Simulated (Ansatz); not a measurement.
Relative stability

Two relaxed structures of C₂H₄N (charge +1), singlet (PBE0-D4/def2-TZVP; forces vanish, vibrations not checked).

A:

```
atom    x (Å)    y (Å)    z (Å)
  C1  -0.5509   0.6256  -0.4083
  C2   0.2963  -0.3365   0.2196
  N3   0.9713  -1.1029   0.7199
  H4  -0.1105   1.6204  -0.2877
  H5  -1.5374   0.5940   0.0648
  H6  -0.6387   0.3824  -1.4718
  H7   1.5699  -1.7828   1.1635
```

B:

| atom | x (Å) | y (Å) | z (Å) |
| --- | --- | --- | --- |
| C1 | -0.5539 | 0.6290 | -0.4105 |
| C2 | 0.9605 | -1.0907 | 0.7119 |
| N3 | 0.2883 | -0.3274 | 0.2137 |
| H4 | -0.1021 | 1.6137 | -0.2819 |
| H5 | -1.5317 | 0.5853 | 0.0714 |
| H6 | -0.6313 | 0.3733 | -1.4683 |
| H7 | 1.6006 | -1.8177 | 1.1863 |

Computed with Ansatz 0.2.0 (basis: def2-TZVPP); correlated methods freeze the cores. B3LYP uses VWN-RPA correlation.

Q: Which structure is lower at CCSD(T), and by how much? (To be estimated.)

A: By the calculation: A, by 10.89 kcal/mol (electronic energy, against the other). By their contacts, A is C₂H₄N ([CH3][C][NH]), total charge +1 and B is C₂H₄N ([CH][N][CH3]), total charge +1.

All methods give the same order:

```tsv
method	E(B) − E(A) (kcal/mol)
PBE-D4	12.79
r2SCAN-D4	13.39
PBE0-D4	13.07
B3LYP-D4	11.89
wB97M-V	12.74
HF	11.25
MP2	10.79
CCSD	10.80
CCSD(T)	10.89
```

No T1 diagnostic of these runs exceeds 0.013.

Labels in which every atom is bracketed show which atoms are joined, not bond orders.

For scale, one of the runs: CCSD(T)/def2-TZVPP, 149 basis functions, launched by `ansatz run in.yaml --threads 2 --pin off --events-out ev --progress --plain --max-ram 4352MiB`. The run took 13 s on 2 CPU threads of an Arm Neoverse V2 (shared host), with 0.97 GiB of host memory at its peak.
